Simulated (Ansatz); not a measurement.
# Fluorine (F2): small, medium and large basis sets

An exercise on one series of results from a longer session: the logs are not shown, and one member is left open.

Method: one geometry, several basis sets; program: Ansatz 0.2.0, Gaussian basis.

The runs, in order: PBE0-D4/def2-SVP; ωB97M-V/def2-SVP; PBE0-D4/def2-QZVPP; ωB97M-V/def2-QZVPP; CCSD(T)/cc-pV(D+d)Z; CCSD(T)/cc-pV(T+d)Z; CCSD(T)/cc-pV(Q+d)Z; the functionals' def2-TZVPP values are taken from earlier runs.

**Structure used throughout**

The geometry comes from an earlier relaxation with PBE0-D4 in a triple-zeta def2 set; it is a stationary point.

SMILES `FF`, 2 atoms, charge 0, spin multiplicity 1.

Atoms are counted from 1 here; the program's logs count them from 0.

Bond lengths: F1–F2 1.376 Å.

Set-up of the first run:

The input, in.yaml:

```yaml
crystal:
  periodic: [false, false, false]
  atoms:
    - {symbol: F, position_ang: [-0.583942, 0.212406, -0.294954]}
    - {symbol: F, position_ang: [0.583942, -0.212406, 0.294954]}
basis:
  gaussian: {orbitals: def2-SVP}
hamiltonian: {xc: pbe0, dispersion: d4}
output: {orbitals: {seedname: orbitals}}
```

Run with:

```console
$ ansatz run in.yaml --threads 2 --pin off --events-out ev --progress --plain --max-ram 32768MiB --backend cpu
```

Steps of the session up to this table: PBE0-D4 in def2-SVP; ωB97M-V in def2-SVP; PBE0-D4 in def2-QZVPP; ωB97M-V in def2-QZVPP.

One of the session's tables, all rows but one given; the rest of the session is left out.

```
functional       basis  HOMO (eV)  LUMO (eV)
   PBE0-D4    def2-SVP          ?          ?
   PBE0-D4  def2-TZVPP     -11.59      -3.21
   PBE0-D4  def2-QZVPP     -11.62      -3.27
   ωB97M-V    def2-SVP     -13.85      -0.03
   ωB97M-V  def2-TZVPP     -14.17      -0.49
   ωB97M-V  def2-QZVPP     -14.22      -0.60
```

**Question.** Estimate the row for PBE0-D4, def2-SVP.

**Answer.** HOMO (eV): -11.30; LUMO (eV): -2.84. In the column «HOMO (eV)» it is the highest.
